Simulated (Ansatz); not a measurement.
# Al2H2: the cost of one run

Method: the settings change from run to run; program: Ansatz 0.2.0, Gaussian basis.

15 further runs of the same task are left out: 13 that didn't finish, 2 set aside as unsound or not needed.

### 1 What is computed

The geometry derives from a PBE0/def2-TZVP stationary point (not a proven minimum). All distances are scaled together.

4 atoms, charge 0, spin multiplicity 3.

Atoms are counted from 1 here; the program's logs count them from 0.

Bond lengths: Al1–Al2 2.029 Å, Al1–H3 1.389 Å, Al2–H4 1.389 Å. Angles: Al2–Al1–H3 180.0°, Al1–Al2–H4 180.0°.

Coordinates:

```
Al    0.0000    0.0000    1.0143
Al    0.0000    0.0000   -1.0143
H     0.0000    0.0000    2.4031
H     0.0000    0.0000   -2.4031
```

### 2 CISD/cc-pVTZ-DK

Contents of in.yaml:

```yaml
crystal:
  periodic: [false, false, false]
  atoms:
    - {symbol: Al, position_ang: [0.000000, 0.000000, 1.014305]}
    - {symbol: Al, position_ang: [0.000000, 0.000000, -1.014305]}
    - {symbol: H, position_ang: [0.000000, 0.000000, 2.403052]}
    - {symbol: H, position_ang: [0.000000, 0.000000, -2.403052]}
basis:
  gaussian: {orbitals: cc-pVTZ-DK}
magnetization: {spin_polarized: false, initial_magnetization: 2}
correlation: {active_space: {ras: {orbitals: [3, 2, 81], electrons: 8, max_holes: 2, max_particles: 2}, fixed_orbitals: true}}
```

On the command line:

```console
ansatz run in.yaml --threads 1 --pin off --events-out ev --progress --plain --max-ram 2393MiB
```

Q: Estimate wall time and peak memory on 1 thread of Arm Neoverse V1, shared host.

About 8.5 s, with a peak of 0.26 GiB.
